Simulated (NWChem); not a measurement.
A series in which one site is exchanged, each optimised at PBE0/def2-SVP with NWChem, gas phase unless a solvent is named. For some, no frequency run checked for a minimum. def2 effective core potentials on Sn; no spin-orbit coupling.

A: C[S][GeH3] (CH₆GeS; site = Ge)
B: S(C)[SiH3] (CH6SSi; site = Si)
C: [SnH3][S]C (CH₆SSn; site = Sn)
D: CSC (C2H6S; site = C)

Problem. Rank them by orbital gap (eV), PBE0/def2-SVP, lowest first.

Solution. C (6.33), A (7.07), B (7.38), D (7.75)
